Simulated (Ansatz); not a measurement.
Ansatz (an electronic-structure program) input (CCSD(T)/cc-pVDZ):

Ansatz 0.2 input:
```yaml
crystal:
  periodic: [false, false, false]
  atoms:
    - {symbol: C, position_ang: [-0.00000000, 0.00000000, -0.00000000]}
    - {symbol: H, position_ang: [0.62054657, 0.62688914, 0.63896175]}
    - {symbol: H, position_ang: [-0.64285838, -0.62489528, 0.61852983]}
    - {symbol: H, position_ang: [0.63693263, -0.63278043, -0.61664082]}
    - {symbol: H, position_ang: [-0.61462083, 0.63078657, -0.64085076]}
basis:
  gaussian:
    orbitals: cc-pVDZ
magnetization: {spin_polarized: false}
correlation: {method: ccsd_t, frozen_orbitals: {C: 0, H: 0}}
```

Output:

```
Functional definition: HF
integrals: 0.01 GiB planned
301 factors; integrals over basis functions are off by at most 8.7e-4 eV
mean field: 0.05 GiB planned
mean field evaluation 1: about -1092.9412 eV, gradient 1.9e1 eV
mean field evaluation 2: about -1092.9411 eV, gradient 1.9e1 eV
mean field evaluation 4: about -1093.8543 eV, gradient 1.4e0 eV
mean field evaluation 8: about -1093.8625 eV, gradient 1.6e-6 eV
mean field -1093.86247829 eV, -40.1987046306 hartree, gradient 1.6e-6 eV, S^2 0.000000; 0 other end points of the search recorded, 0 dependent functions left out
reference -1093.86247829 eV, -40.1987046306 hartree; 5, 5 occupied and 29, 29 virtual orbitals, 301 factors
second order -4.46523126 eV of doubles, -0.00000000 eV of singles
coupled cluster: 0.05 GiB planned
cycle   1  -4.94092137 eV  change   -4.8e-1 eV  update   4.1e-2
cycle   2  -5.08847037 eV  change   -1.5e-1 eV  update   1.2e-2
cycle   3  -5.09886020 eV  change   -1.0e-2 eV  update   2.8e-3
cycle   4  -5.09933353 eV  change   -4.7e-4 eV  update   7.1e-4
cycle   5  -5.09940887 eV  change   -7.5e-5 eV  update   1.5e-4
cycle   6  -5.09943327 eV  change   -2.4e-5 eV  update   2.5e-5
cycle   7  -5.09943722 eV  change   -4.0e-6 eV  update   3.9e-6
perturbative correction -0.10187238 eV, -0.0037437409 hartree
Total energy: -1099.06378790 eV, -40.3898492330 hartree
```
